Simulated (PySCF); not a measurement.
# Where the electron goes

Monofluorosilane, FH3Si.
Structure used (PBE0-D3(BJ)/def2-TZVP), in Å, numbered top down from 1:
```xyz
5
FH3Si angstrom
F      1.3702    0.6745   -0.3399
Si    -0.0286   -0.0235    0.0007
H     -1.0950    1.0009   -0.0929
H      0.0459   -0.5735    1.3745
H     -0.2600   -1.1084   -0.9817
```

The calculation used PySCF 2.14.0, density-fitted response routines, TDDFT CAM-B3LYP/aug-cc-pVTZ, vertical, gas phase, core orbitals frozen in the response. Geometry: PBE0-D3(BJ)/def2-TZVP; no solvent, vibrations or thermal averaging.

Kohn–Sham orbitals with the atoms that hold most of them (Löwdin shares over 4%, at most four atoms; ? is withheld):

| orbital | ε (eV) | atoms |
| --- | --- | --- |
| LUMO+2 | 1.06 | Si2 74%, H5 12%, H4 10% |
| LUMO+1 | 0.35 | H4 27%, H5 27%, H3 27%, Si2 17% |
| LUMO | 0.25 | ? |
| HOMO | -11.25 | Si2 34%, H4 30%, H5 18%, F1 13% |
| HOMO-1 | -11.26 | Si2 34%, H3 31%, H5 17%, F1 13% |
| HOMO-2 | -14.35 | F1 79%, Si2 12%, H4 4% |
| HOMO-3 | -14.35 | F1 79%, Si2 12%, H3 5% |

**Question.** Which atoms hold the LUMO, and with what shares?

**Answer.** Si2 (bonded to F and 3 H) 60%; H4 (bonded to Si) 12%; H5 (bonded to Si) 12%; H3 (bonded to Si) 12%. By element: silicon 60%, hydrogen 35%.

Within 0.005 eV of a neighbour in this list lie HOMO-3/HOMO-2 and HOMO-1/HOMO (point group found: C3v); within a degenerate set the shares of single atoms can hang on how the components are chosen.

**Question.** The HOMO–LUMO gap is 11.51 eV. Where does the response calculation put the lowest singlet, and from which orbitals?

**Answer.** S1 is at 7.92 eV (f = 0.0037), 3.59 eV below the gap, made of HOMO-1/HOMO→LUMO (≥82%), HOMO-1/HOMO→LUMO+6 (≥10%). S1/S2 lie within about 0.01 eV of each other. 

Next come S2 at 7.92 eV (f 0.0037), HOMO-1/HOMO→LUMO (≥82%), HOMO-1/HOMO→LUMO+6 (≥10%); S3 at 8.92 eV (f 0.125), HOMO-1/HOMO→LUMO+1 (≥83%); S4 at 8.92 eV (f 0.125), HOMO-1/HOMO→LUMO+1 (≥83%); S5 at 9.19 eV (f 0.0000), HOMO-1/HOMO→LUMO+5 (≥22%), HOMO-1/HOMO→LUMO+4 (≥22%), HOMO-1/HOMO→LUMO+2 (≥13%).

Orbitals of the list HOMO-3 to LUMO+2 that lie within 0.01 eV of each other are written together with a slash and their weights summed (≥ marks a lower bound); for degenerate orbitals outside that list single weights are arbitrary.
